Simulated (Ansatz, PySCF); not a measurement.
This PySCF input computes a PBE0/def2-TZVPD energy:

```python
from pyscf import gto, scf, dft

mol = gto.M(
    atom='''
    C    -0.00000000   -0.00000000    0.00000000
    C    -0.00517784   -0.00003491    1.30012584
    C     0.00517784    0.00003491   -1.30012584
    H    -0.01084802    0.92621741    1.86315371
    H    -0.00399217   -0.92631746    1.86313127
    H     0.93368018    0.00347788   -1.85945350
    H    -0.91884000   -0.00337783   -1.86683148
    ''',
    basis='def2-tzvpd',
    charge=0,
    spin=0,
    verbose=4,
)

mf = dft.RKS(mol, xc='pbe0').density_fit(auxbasis='def2-universal-jkfit')
mf.grids.level = 3
mf.conv_tol = 1e-9
mf.max_cycle = 100
mf.max_memory = 1500
mf.kernel()
if not mf.converged:
    mf = mf.newton()
    mf.kernel(mf.make_rdm1())
mf.analyze()
```

Write an input for the same energy in Ansatz (a quantum-chemistry and plane-wave program) and say what it gives.


Ansatz 0.2 input:
```yaml
crystal:
  periodic: [false, false, false]
  atoms:
    - {symbol: C, position_ang: [-0.00000000, -0.00000000, 0.00000000]}
    - {symbol: C, position_ang: [-0.00517784, -0.00003491, 1.30012584]}
    - {symbol: C, position_ang: [0.00517784, 0.00003491, -1.30012584]}
    - {symbol: H, position_ang: [-0.01084802, 0.92621741, 1.86315371]}
    - {symbol: H, position_ang: [-0.00399217, -0.92631746, 1.86313127]}
    - {symbol: H, position_ang: [0.93368018, 0.00347788, -1.85945350]}
    - {symbol: H, position_ang: [-0.91884000, -0.00337783, -1.86683148]}
basis:
  gaussian:
    orbitals: def2-TZVPD
hamiltonian:
  xc: {name: PBE0}
output: {forces: true}
```
It gives -116.55000 Eh, and PySCF -116.55004 Eh, a difference of 0.04 mEh, from the treatment of integrals and grids.
